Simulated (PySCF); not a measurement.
# C6H8 (1,2,5-hexatriene): the cost of one run

Computed with PySCF 2.14.0, with density-fitted response routines of our own, on a single molecule, in the gas phase or a continuum. Atoms are numbered from 0 throughout.

## Step 1: The starting structure

14 atoms, charge 0, multiplicity 1; geometry from: GFN2-xTB. The atoms were then displaced at random by about 0.01 Å, so the start is not that level's minimum.

Bonds of the start (Å): C0–C1 1.32, C1–C2 1.31, C2–C3 1.47, C3–C4 1.52, C4–C5 1.32, C0–H6 1.08, C0–H7 1.06, C2–H8 1.07, C3–H9 1.09, C3–H10 1.10, C4–H11 1.10, C5–H12 1.09, C5–H13 1.08.

## Step 2: Geometry optimisation at PBE0-D3(BJ)/def2-SVP

What the job is given:

```
{"job": {"xc": "PBE0", "basis": "def2-SVP", "d3": "d3bj", "grid": 1, "shake": 0.01, "kind": "geom"}, "charge": 0, "multiplicity": 1}
C      3.119620    -0.127480     0.300000
C      1.894510     0.082750    -0.156650
C      0.675560     0.244910    -0.614830
C     -0.440580    -0.625770    -0.231680
C     -1.508320     0.173790     0.487140
C     -2.729760     0.410960     0.046910
H      3.456960     0.362240     1.204610
H      3.825620    -0.719440    -0.229560
H      0.467550     1.067450    -1.262710
H     -0.125270    -1.442920     0.422620
H     -0.919490    -1.059660    -1.124980
H     -1.170470     0.607810     1.443300
H     -3.463990     1.014510     0.585540
H     -3.089090    -0.004250    -0.877480
```

On the command line:

```bash
$ OMP_NUM_THREADS=1 python probes_run.py task.json out
```

One launch serves the whole session: the jobs run in the order shown.

Q: Estimate the wall time and peak memory of this first job on 1 thread of AMD EPYC, shared host.

About 93 s, with a peak of 0.52 GiB.
